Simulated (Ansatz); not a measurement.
hcp Cd, treated with PBE (PAW; Ansatz, a quantum-chemistry and plane-wave program).

Numerical settings: plane-wave cutoff 520 eV, 24×24×10 k mesh (along the axes of the cell as run), Fermi–Dirac smearing 0.05 eV, scalar-relativistic PAW data made under PBE.

Energies at three volumes about the minimum:

```tsv
V (Å³/atom)	E − E_lowest (meV/atom)
22.436	1.16
22.894	0.00
23.352	1.04
```

Fit a parabola by hand: where is the minimum, and what is the bulk modulus?

Slopes: (0.00 − 1.16)/(22.894 − 22.436) = -2.533 and (1.04 − 0.00)/(23.352 − 22.894) = 2.271 meV/Å³. Curvature E″ = 2 × (2.271 − (-2.533))/(23.352 − 22.436) = 10.489 meV/Å⁶. From the middle of the first interval, the slope vanishes at V0 = 22.6650 − (-2.533)/10.489 = 22.906 Å³/atom. B = V0 E″ = 22.906 × 10.489 meV/Å³ × 0.1602 GPa per meV/Å³ = 38.5 GPa. The full Birch–Murnaghan fit to all volumes gives V0 = 22.895 Å³/atom and B0 = 38.4 GPa.

Shape and atoms are relaxed at each volume.

Measured, for comparison: bulk modulus 53.8 GPa (zero-point energy and finite temperature contributions removed, sources range from 50.7 to 53.8; as tabulated in doi:10.1021/acs.jctc.3c00612); equilibrium volume per atom 21.01 Å³/atom (copied from a table, unchecked, extrapolated to 0 K and zero-point effects removed; as tabulated in Lejaeghere et al. (2013), arXiv:1204.2733). Computed less measured: bulk modulus -29 % (-24 % to -29 % over the range), equilibrium volume per atom not scored (unchecked).
